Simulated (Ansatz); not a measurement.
A calculation with Ansatz (development build ahead of 0.2.0).

```yaml
crystal:
  periodic: [false, false, false]
  atoms:
    - { symbol: "N", position_ang: [0.0, 0.0, 0.13131] }
    - { symbol: H, position_ang: [1.01072, 0.0, -0.30639] }
    - { symbol: H, position_ang: [-0.50536, 0.87531, -0.30639] }
    - { symbol: H, position_ang: [-0.50536, -0.87531, -0.30639] }
basis:
  gaussian: { orbitals: def2-TZVP }
hamiltonian:
  xc: hf
correlation:
  method: mp2
  frozen_orbitals: { H: 0, "N": 1 }
```

The input is written out in the form of the current development build from the run's settings.

Results

| Property | Result |
| --- | --- |
| Converged | yes |
| Reference energy | -56.19687 hartree |
| Correlation energy | -0.23166 hartree |
| Total energy | -56.42854 hartree |
| Spin squared of the determinant | 0.000 |
